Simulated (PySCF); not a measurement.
Question: What does the GFN2-xTB structure of `[C@H](CC)(C)N=C` look like in three dimensions?

Answer: 
Z-matrix in Å and degrees, rows numbered from 1:
```
C 
N   1  1.2484
C   2  1.4357  1  120.66
C   3  1.5292  2  107.74  1  -121.13
C   3  1.5347  2  108.36  1   119.11
C   5  1.5236  3  112.20  2   -69.31
H   1  1.0805  2  118.67  3  -179.97
H   1  1.0979  2  124.47  3     0.07
H   3  1.1071  2  111.63  1    -1.01
H   4  1.0876  3  110.24  2    61.50
H   4  1.0869  3  110.26  2  -178.26
H   4  1.0864  3  109.66  2   -57.96
H   5  1.0910  3  108.17  2    51.79
H   5  1.0919  3  108.58  2   169.34
H   6  1.0886  5  110.65  3   -60.34
H   6  1.0874  5  110.40  3   179.66
H   6  1.0879  5  110.39  3    59.72
```

The 2 C–N bonds span 1.248 Å (C1=N2, drawn double) to 1.436 Å (N2–C3, drawn single), a spread of 0.188 Å. Of the pairs four or more bonds apart, H8···H9 is among the closest relative to their van der Waals radii: 2.27 Å, 95 % of the sum of Bondi's values.

Computed geometry: GFN2-xTB, gas phase.

Point group: C1 (no symmetry element, even within 0.4 Å). GFN2-xTB frequencies: not computed here. The numbers are those of one conformer (C1–N2–C3–C4 -121°, N2–C3–C5–C6 -69°).
